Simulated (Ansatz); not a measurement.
Process, species as SMILES: [PH2] (PH2) → 2 H atom + P atom
B3LYP-D3(BJ)/def2-TZVP geometries, fixed; electronic energies without zero-point terms.

Basis-set convergence of the atomisation energy at B3LYP with Ansatz (a first-principles code). Cartesian d functions, on some or all atoms, in 6-31G*, 6-31+G*, 6-311G**, 6-311+G**; all else is spherical. The program fits the integrals of some runs and decomposes those of others, by size. Open shells are unrestricted. No added dispersion term, no relativity. Functions are those of the species that has most. Reference: the value in aug-cc-pV(5+d)Z, 158.84 kcal/mol, itself unsure by roughly 0.03 kcal/mol (its mean distance from pcseg-4, aug-pcseg-3, aug-cc-pV(Q+d)Z). Deviations are taken from unrounded values.

| basis | functions | atomisation energy (kcal/mol) |
|---|---|---|
| 6-31G* | 23 | 154.08 |
| 6-31+G* | 27 | 154.37 |
| def2-SVP | 28 | 155.91 |
| def2-SVPD | 40 | 157.19 |
| pcseg-1 | 28 | 154.67 |
| aug-pcseg-1 | 45 | 155.49 |
| cc-pV(D+d)Z | 33 | 155.87 |
| aug-cc-pV(D+d)Z | 50 | 155.90 |
| 6-311G** | 39 | 156.14 |
| 6-311+G** | 43 | 155.90 |
| def2-TZVP | 49 | 158.24 |
| def2-TZVPD | 61 | 158.48 |
| pcseg-2 | 62 | 157.86 |
| aug-pcseg-2 | 96 | 158.36 |
| cc-pV(T+d)Z | 67 | 158.57 |
| aug-cc-pV(T+d)Z | 101 | 158.60 |
| def2-TZVPP | 70 | 158.69 |
| def2-TZVPPD | 82 | 158.85 |
| cc-pV(Q+d)Z | 124 | 158.84 |
| aug-cc-pV(Q+d)Z | 181 | 158.86 |
| def2-QZVPP | 130 | 158.71 |
| def2-QZVPPD | 142 | 158.75 |
| pcseg-3 | 130 | 158.74 |
| aug-pcseg-3 | 187 | 158.79 |
| cc-pV(5+d)Z | 210 | 158.83 |
| aug-cc-pV(5+d)Z | 296 | 158.84 |

What the diffuse functions change, pair by pair:
- 6-31G* to 6-31+G*: 4 more functions, deviation -4.76 to -4.48 kcal/mol
- def2-SVP to def2-SVPD: 12 more functions, deviation -2.94 to -1.66 kcal/mol
- pcseg-1 to aug-pcseg-1: 17 more functions, deviation -4.17 to -3.36 kcal/mol
- cc-pV(D+d)Z to aug-cc-pV(D+d)Z: 17 more functions, deviation -2.98 to -2.94 kcal/mol
- 6-311G** to 6-311+G**: 4 more functions, deviation -2.71 to -2.95 kcal/mol
- def2-TZVP to def2-TZVPD: 12 more functions, deviation -0.60 to -0.36 kcal/mol
- pcseg-2 to aug-pcseg-2: 34 more functions, deviation -0.99 to -0.48 kcal/mol
- cc-pV(T+d)Z to aug-cc-pV(T+d)Z: 34 more functions, deviation -0.27 to -0.25 kcal/mol
- def2-TZVPP to def2-TZVPPD: 12 more functions, deviation -0.16 to 0.00 kcal/mol
- cc-pV(Q+d)Z to aug-cc-pV(Q+d)Z: 57 more functions, deviation 0.00 to 0.02 kcal/mol
- def2-QZVPP to def2-QZVPPD: 12 more functions, deviation -0.14 to -0.09 kcal/mol
- pcseg-3 to aug-pcseg-3: 57 more functions, deviation -0.11 to -0.05 kcal/mol
- cc-pV(5+d)Z to aug-cc-pV(5+d)Z: 86 more functions, deviation -0.02 to 0.00 kcal/mol

Leaving out the reference's own pair, they bring the value nearer the reference by more than 0.03 kcal/mol in 9 of 12 pairs.
